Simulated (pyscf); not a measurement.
## Four-centre exchange: HO–B(Cl)–Cl + hydrogen fluoride (HF) -> water (H₂O) + F–B(Cl)–Cl

Gas phase, singlet surface, charge 0. Bonds broken: O1–B2, F6–H7. Bonds formed: O1–H7, B2–F6. PySCF, gas phase, ωB97X-D3(BJ)/def2-SVP geometries. MP2 and CC: frozen core, UHF for open shells. ΔMP2 is the change of the MP2 total energy from the triple- to the quadruple-zeta basis.

Transition state (Å):

```xyz
7

O     -0.3201     0.2579     0.7399
B     -1.1638    -0.1656    -0.4098
Cl    -1.0009    -1.8948    -0.8302
Cl    -2.7639     0.5912    -0.4943
H      0.1408    -0.4935     1.1390
F     -0.1264     0.7080    -1.3479
H      0.2414     0.7731    -0.3015
```

One imaginary mode, 997i cm⁻¹; descent along it reached the two sides named, in the forms told below.

```json
[
 {"bond": "O1–B2", "change": "breaks", "reactant side (Å)": "1.358", "saddle": "1.488", "product side": "1.707"},
 {"bond": "F6–H7", "change": "breaks", "reactant side (Å)": "0.929", "saddle": "1.111", "product side": "2.292"},
 {"bond": "O1–H7", "change": "forms", "reactant side (Å)": "1.950", "saddle": "1.290", "product side": "0.972"},
 {"bond": "B2–F6", "change": "forms", "reactant side (Å)": "2.9", "saddle": "1.649", "product side": "1.358"}
]
```

Electronic energies relative to the separated reactants (kcal/mol):

```json
[
 {"level": "ωB97X-D3(BJ)/def2-TZVP", "barrier": "16.3", "reaction energy": "-0.6", "reverse barrier": "16.9"},
 {"level": "PBE/def2-TZVP", "barrier": "13.5", "reaction energy": "-1.1", "reverse barrier": "14.6"},
 {"level": "r²SCAN/def2-TZVP", "barrier": "13.8", "reaction energy": "-1.3", "reverse barrier": "15.1"},
 {"level": "B3LYP-D3(BJ)/def2-TZVP", "barrier": "17.7", "reaction energy": "-0.9", "reverse barrier": "18.6"},
 {"level": "PBE0-D3(BJ)/def2-TZVP", "barrier": "14.8", "reaction energy": "-0.2", "reverse barrier": "15.0"},
 {"level": "M06-2X/def2-TZVP", "barrier": "15.4", "reaction energy": "-0.2", "reverse barrier": "15.6"},
 {"level": "ωB97M-D3(BJ)/def2-TZVP", "barrier": "16.0", "reaction energy": "-0.7", "reverse barrier": "16.8"},
 {"level": "HF/def2-TZVP", "barrier": "32.2", "reaction energy": "-1.7", "reverse barrier": "33.9"},
 {"level": "MP2/def2-QZVPP", "barrier": "17.9", "reaction energy": "+0.4", "reverse barrier": "17.5"},
 {"level": "CCSD/def2-TZVPP", "barrier": "20.6", "reaction energy": "-0.6", "reverse barrier": "21.3"},
 {"level": "CCSD(T)/def2-TZVPP", "barrier": "18.4", "reaction energy": "-0.5", "reverse barrier": "18.9"},
 {"level": "CCSD(T)/def2-TZVPP + ΔMP2(QZVPP)", "barrier": "19.0", "reaction energy": "-0.3", "reverse barrier": "19.3"}
]
```

With CCSD(T)/def2-TZVPP + ΔMP2(QZVPP) energies and thermal terms (ideal gas, 1 atm, RRHO with modes under 100 cm⁻¹ raised to 100, one conformer, R ln 2 for chiral ones without a mode under 150 cm⁻¹), in kcal/mol:

| T (K) | ΔH‡ | ΔG‡ | ΔH | ΔG |
|---|---|---|---|---|
| 298 | 17.8 | 28.1 | -0.4 | -0.9 |
| 600 | 17.5 | 38.8 | -0.7 | -1.3 |
| 900 | 17.7 | 49.4 | -1.1 | -1.5 |
| 1200 | 18.1 | 59.9 | -1.5 | -1.5 |

On the product side the descent ends in an adduct with a B–O contact, 9.0 kcal/mol under the separated species and 25.9 kcal/mol under the saddle at ωB97X-D3(BJ)/def2-TZVP. What is counted as broken (B–O) persists as a longer contact in the product adduct; parting that adduct is a step of its own. This is the saddle that the search found; another between the same sides may lie lower. The CCSD(T) − MP2 part came from Ansatz, without density fitting, on the same reference.
